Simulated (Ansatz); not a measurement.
Rock-salt HfC, treated with PBEsol+SOC (Ansatz, a first-principles code, plane waves, PAW).

Numerical settings: plane-wave cutoff 520 eV, 20×20×20 k mesh, Fermi–Dirac smearing 0.05 eV, PAW data made under PBE.

The volume scan:

```tsv
V (Å³/atom)	E − E_lowest (meV/atom)
11.454	37.80
11.697	16.26
11.941	3.95
12.185	0.00
12.428	3.62
12.672	14.10
12.916	30.79
```

Fit the third-order Birch–Murnaghan equation and give B0 and B′.

V0 = 12.186 Å³/atom, B0 = 248 GPa, B′ = 3.9 (fit to the energies at full precision).

Measured, for comparison: bulk modulus 242 GPa (room temperature, no zero-point or thermal correction, sources range from 242 to 286; as tabulated in Synthesis of Binary Transition Metal Nitrides, Carbides and Borides from the …); equilibrium volume per atom 12.47 Å³/atom (temperature not stated, no zero-point or thermal correction; as tabulated in Zhang et al. (2018), doi:10.1088/1367-2630/aac7f0). Computed less measured: bulk modulus +2.5 % (inside the range of the sources held), equilibrium volume per atom -2.2 %. A static lattice is as a rule a little smaller and stiffer than an uncorrected measurement, which can account for part of this in the bulk modulus.

It cost around 8 core-minutes (rough) of CPU time.
